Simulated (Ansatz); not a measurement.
Consider the hydrogenolysis of a C–Cl bond: `COC(C)Cl` + H₂ → `CCOC` + HCl.

Gas-phase electronic energies from Ansatz, PBE0-D4/def2-TZVP geometries. CBS: MP2 limit from def2 TZ/QZ plus the TZ coupled-cluster correction, frozen cores. This one scheme is used for every species. Each species was taken in one conformer, which may not be the lowest.

`COC(C)Cl`:

Cartesian coordinates in Å:
```
C 0.199 -1.864 0.129
O -0.355 -0.670 -0.377
C 0.175 0.475 0.146
C -0.645 1.654 -0.291
Cl 1.909 0.719 -0.407
H 0.129 -1.896 1.223
H 1.248 -1.963 -0.166
H -0.379 -2.684 -0.294
H 0.276 0.410 1.235
H -1.665 1.536 0.081
H -0.669 1.705 -1.380
H -0.224 2.578 0.101
```

H₂:

Z-matrix (Å, degrees):
```
H
H 1 0.746
```

`CCOC`:

Cartesian coordinates in Å:
```
C -1.075 0.893 -1.127
C -0.544 0.063 0.013
O 0.852 -0.039 -0.110
C 1.424 -0.798 0.916
H -0.831 0.429 -2.085
H -0.638 1.893 -1.110
H -2.161 0.987 -1.055
H -0.995 -0.942 0.004
H -0.802 0.523 0.980
H 2.501 -0.827 0.748
H 1.231 -0.354 1.904
H 1.037 -1.827 0.922
```

HCl:

```xyz
2

Cl    0.432   -0.446   -0.151
H    -0.432    0.446    0.151
```

```csv
species,CCSD(T)/CBS(def2) energy (Eh)
`COC(C)Cl`,-653.31493
H₂,-1.17544
`CCOC`,-194.12862
HCl,-460.38127
```

Question: Work out ΔE.

Answer: ΔE = (-194.12862) + (-460.38127) − (-653.31493) − (-1.17544) = -0.01952 Eh = -51.2 kJ/mol.

Question: What do rigid-rotor, harmonic-oscillator terms from PBE0-D4/def2-TZVP frequencies (298.15 K, 1 bar) make of the CCSD(T)/CBS value? (An estimate is asked.)

Answer: Ansatz gave: ΔZPE = +14.5 kJ/mol, ΔH = -38.9 kJ/mol, ΔS = 29 J/(mol·K), ΔG = -47.6 kJ/mol.

Largest T1 diagnostic among the species: 0.011.

From PBE to PBE0 (25 % exact exchange), in def2-TZVPP and without D4, ΔE moves by −7.8 kJ/mol. The D4 term adds +9.9 kJ/mol with B3LYP and +5.2 kJ/mol with PBE0; it sums over pairs of atoms, weighted by their polarisabilities, and B3LYP, whose exchange is more repulsive, gets the larger term.

B3LYP here is the variant with VWN-RPA as its local correlation; programs differ in this.
